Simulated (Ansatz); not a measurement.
Input file:

```yaml
crystal:
  periodic: [false, false, false]
  atoms:
    - {symbol: B, position_ang: [0.000000, 0.139486, 1.510743]}
    - {symbol: N, position_ang: [0.000000, -0.205712, -1.028284]}
    - {symbol: H, position_ang: [0.000000, 1.362549, -1.914576]}
basis:
  gaussian: {orbitals: cc-pVDZ}
magnetization: {spin_polarized: true, initial_magnetization: 3}
hamiltonian: {xc: {name: B3LYP}}
```

```sh
$ ansatz run in.yaml --threads 1 --pin off --events-out ev --progress --plain --max-ram 2393MiB
```

Log:

```
313 factors; integrals over basis functions are off by at most 1.7e-3 eV
mean field evaluation 1: about -2165.7646 eV, gradient 1.9e1 eV
mean field evaluation 2: about -2069.1500 eV, gradient 8.7e1 eV
mean field evaluation 4: about -2169.8601 eV, gradient 1.1e1 eV
mean field evaluation 8: about -2171.1675 eV, gradient 8.8e-1 eV
mean field evaluation 16: about -2171.2570 eV, gradient 1.9e-2 eV
mean field evaluation 32: about -2168.9207 eV, gradient 5.3e0 eV
mean field -2171.25706288 eV, -79.7922253298 hartree, gradient 5.5e-6 eV, S^2 4.069696; 3 other end points of the search recorded, 0 dependent functions left out
reference -2171.25726237 eV, -79.7922326610 hartree; 8, 5 occupied and 25, 28 virtual orbitals, 313 factors
Total energy: -2171.25726237 eV, -79.7922326610 hartree
```

Ran on 1 thread of Arm Neoverse V1, shared host: 1.4 s wall, 0.08 GiB peak host memory.
